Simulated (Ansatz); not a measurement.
Basis-set extrapolation for `C=C(F)C(F)F` (PBE0-D4/def2-TZVP geometry, frozen core, Ansatz 0.2.0). Multiplicity 1, RHF reference.

```
                      def2-TZVPP   def2-QZVPP
                 HF  -413.813602  -413.831475
    MP2 correlation    -1.218608    -1.322582
CCSD(T) correlation    -1.284309      not run
```

Energies in hartree. Use E(X) = E(∞) + A·exp(−7.88·√X) for Hartree–Fock and E(X) = E(∞) + B·X^(−2.97) for correlation, with X = 3 and 4, and add CCSD(T) minus MP2 of the smaller set to the MP2 limit.

What is the CCSD(T) energy at the basis-set limit?

HF limit: -413.831475 + (-0.017873) × 0.13774 = -413.83394. MP2 limit: -1.322582 + (-0.103974) × 0.74074 = -1.39960. Higher-order term: -1.284309 − (-1.218608) = -0.06570. Total: -415.29924 hartree, 5.48 eV below CCSD(T)/def2-TZVPP.
